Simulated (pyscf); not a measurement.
`[AlH]` [singlet] + `[CH4]` → `[CH3][Al]` [singlet] + `[H][H]`, a four-centre exchange (singlet surface; Al–H, C–H broken, Al–C, H–H formed). PySCF, gas phase, ωB97X-D3(BJ)/def2-SVP geometries. Energies in eV from the separated reactants.

Small-basis levels: PySCF, no dispersion term, spherical d functions. AM1 to PM7: differences of heats of formation from MOPAC, which are fitted to 298 K values and so differ in kind from electronic energies by zero-point and thermal terms. GFN2-xTB: tblite. Cost: rough CPU time at the saddle relative to B3LYP/6-31G*, from one job on a shared machine.

```csv
level,barrier,reaction energy,cost
HF/STO-3G,___,-0.12,0.06
HF/6-31G*,2.32,+0.56,0.08
SVWN5/6-31G*,___,+0.19,0.7
B3LYP/3-21G,1.44,+0.14,0.7
B3LYP/6-31G*,1.43,+0.33,1
PBE/def2-SVP,0.84,+0.20,2
B3LYP/def2-SVP,1.24,+0.30,1
GFN2-xTB,1.57,+1.01,under 0.02
AM1,0.94,-0.47,under 0.02
PM3,-0.76,-1.14,under 0.02
PM6,0.64,-2.42,under 0.02
PM7,-1.32,-0.94,under 0.02
ωB97M-D3(BJ)/def2-TZVP,___,+0.19,–
```

Question: What belongs in the gaps?

Answer: 
- HF/STO-3G, barrier: 2.47
- SVWN5/6-31G*, barrier: 0.61
- ωB97M-D3(BJ)/def2-TZVP, barrier: 1.22

Against the last row the barrier runs from -2.54 (PM7) to +1.25 eV (HF/STO-3G). At PM3, PM7 this geometry lies under one side, so the entry may be no barrier of that level: it is a single point on another level's saddle. ωB97M-D3(BJ)/def2-TZVP has limits of its own. At the saddle there is also a short Al–H contact that neither side keeps. This is the saddle that the search found; another between the same sides may lie lower.
